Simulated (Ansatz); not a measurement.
Ideal-gas functions of CHS (`[CH]=S`) radical at 298.15 K and 1 bar, from an Ansatz frequency run at PBE0-D4/def2-TZVP.

Molar mass 45.09 g/mol, point group Cs (symmetry number 1), electronic degeneracy 2, moments of inertia 0.535, 24.588, 25.123 u Å². Harmonic wavenumbers (cm⁻¹, unscaled): 821, 1238, 3138.

Use S(trans) = R[1.5 ln M + 2.5 ln T − 1.1517]; rotational temperatures θ = 24.2544 K / I; S(rot) = R[ln(√π/σ · √(T³/θAθBθC)) + 1.5]; for each mode x = 1.438777 ν̃/T, S = R[x/(eˣ − 1) − ln(1 − e⁻ˣ)] and H = RT x/(eˣ − 1); 1 cm⁻¹ = 0.0119627 kJ/mol; R = 8.31446 J/(mol·K).

Task: By hand: the entropy, in J/(mol·K).

Result: Translation 156.4. Rotation: θ = 45.3353, 0.9864, 0.9654 K, giving 72.6. Vibration, mode by mode: 0.80, 0.15, 0.00, in all 0.9. Electronic 5.8. Sum 235.7 J/(mol·K).

Task: By hand: H − E and G − E in kJ/mol, counted from the electronic energy.

Result: Zero-point energy ½ × 5197 × 0.0119627 = 31.1; thermal vibration 0.2; translation, rotation and pV give 4 RT = 9.9. H − E = 41.2 kJ/mol, and G − E = 41.2 − 298.15 × 235.7/1000 = -29.1 kJ/mol.

Vibration gives 0 % of the entropy; all modes have x over 3 and are hardly excited.
